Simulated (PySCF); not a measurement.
Building multiplets from coupling constants

Mapped SMILES: `[CH3:1]/[N:2]=[CH:3]/[C:4]#[N:5]`. Each H is labelled by its parent atom.

[PySCF 2.14.0 with density-fitted response routines: B3LYP/pcSseg-2 with gauge-including orbitals; spin–spin couplings from B3LYP/pcJ-1; PBE0-D3(BJ)/def2-SVP structure; no solvent; rapidly exchanging positions averaged; one conformer; relativity neglected]

Scale: TMS for $^{1}$H and $^{13}$C (reference shieldings calculated alike).

Spectrometer: 500 MHz for $^{1}$H. First-order analysis; couplings under 1 Hz (under 4 Hz in carbon signals) are ignored, and nearly equal couplings are merged; the smaller ones broaden or split the lines further.

Question: What pattern does H(C1) show ($^{1}$H)?

Answer: A doublet at δ 3.70: 2.6 Hz to H(C3) (1 × $^{1}$H, 4 bonds away). Lines in Hz from the centre (relative intensity): +1.3 (1), -1.3 (1). The outer lines are 2.6 Hz apart, the sum of the couplings kept, or 0.005 ppm at this field.

Question: What pattern does C1 show in the proton-coupled $^{13}$C spectrum?

Answer: A quartet of doublets at δ 54.6: 141.9 Hz to H(C1) (3 × $^{1}$H, 1 bond away), 14.1 Hz to H(C3) (1 × $^{1}$H, 3 bonds away). Lines in Hz from the centre (relative intensity): +219.9 (1), +205.8 (1), +78.0 (3), +63.9 (3), -63.9 (3), -78.0 (3), -205.8 (1), -219.9 (1). The outer lines are 439.8 Hz apart, the sum of the couplings kept, or 3.498 ppm at this field.

Question: What pattern does H(C3) show ($^{1}$H)?

Answer: A quartet at δ 7.42: 2.6 Hz to H(C1) (3 × $^{1}$H, 4 bonds away). Lines in Hz from the centre (relative intensity): +3.9 (1), +1.3 (3), -1.3 (3), -3.9 (1). The outer lines are 7.8 Hz apart, the sum of the couplings kept, or 0.016 ppm at this field.
